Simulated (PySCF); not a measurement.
**How methods differ on the ionisation energy of Ar**

Ar [Ar] (1S) → Ar+ [Ne] 3s2 3p5 (2P), as a difference of total energies. All numbers are calculated (PySCF 2.14, no relativity, point nucleus, in cc-pV(T+d)Z (5s4p3d1f, 39 functions)). Correlated levels: valence: [Ne] frozen. The calculations carry no spin-orbit coupling.

| method | ionisation energy (eV) |
| --- | --- |
| UHF | 14.571 |
| MN15 | 15.806 |
| MP2 (valence) | 15.683 |
| SCS-MP2 (valence) | 15.580 |
| CCSD (valence) | 15.500 |

Q: Estimate what M06-L gives.

A: 15.793 eV, closest to MN15 among the rows shown.

Q: Estimate what CCSD(T) (valence) gives.

A: 15.541 eV, closest to SCS-MP2 (valence) among the rows shown.

Errors of the correlated levels include the incompleteness of this basis and the frozen core.

For comparison: 15.819 eV (measured; NIST levels, between the centres of gravity of the two terms).
